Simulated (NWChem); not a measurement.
HCl cation, doublet; SMILES of the neutral closed-shell parent Cl

```xyz
2

Cl     0.0000     0.0000     0.0814
H      0.0000     0.0000    -1.2647
```
Atoms are numbered in this order, from 1.

Program: NWChem. Pople sets run with spherical d functions. Spin-unrestricted. The state is orbitally degenerate and is run as one real component. Structure relaxed at the B3LYP/6-31G* (spherical d), spin-unrestricted level. This spin state was assumed; another may lie lower. No stability test was run on the SCF state. Vzz is the largest principal value of the second derivative of the potential at the nucleus (NWChem prints the opposite sign); η is the asymmetry. Non-relativistic.

```
level           Vzz Cl1 (a.u.)  η Cl1
--------------  --------------  -----
PBE/6-31G*              -4.908   0.70
PBE/def2-SVP            -4.837   0.67
PBE0/cc-pVTZ            -4.845   0.73
PBE0/def2-TZVP          -5.355   0.71
```
